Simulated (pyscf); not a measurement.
This saddle point was located with ωB97X-D3(BJ)/def2-SVP in PySCF.

```xyz
6

Ge    -0.1941     0.6545    -0.3931
H      1.1626    -0.8844    -0.2167
H      0.1951     1.9060     0.4429
H     -1.4793    -0.0457     0.0994
H      0.8807    -0.5994    -1.1218
Cl     1.1585    -0.6774     1.3875
```
Charge 0, spin multiplicity 2.

Surface: doublet, charge 0. Lowest wavenumbers (cm⁻¹): 1278i, 155, 269, 580, 595.

Q: What reaction is this the transition state of?

A: GeH₃• + HCl <-> Cl–GeH₂• + H₂, a four-centre exchange read from left to right: Ge–H, Cl–H broken and Cl–Ge, H–H formed. At ωB97M-D3(BJ)/def2-TZVP it lies +1.43 eV from the left side and +2.01 eV from the right (each side as separated species at their lowest minima found). The same reactants have a lower exit, to Cl–GeH₃ + H• (barrier +0.92 eV at ωB97M-D3(BJ)/def2-TZVP, against +1.43 eV here). This is the saddle that the search found; another between the same sides may lie lower. Elements up to Kr have no core potential and no relativistic terms here.
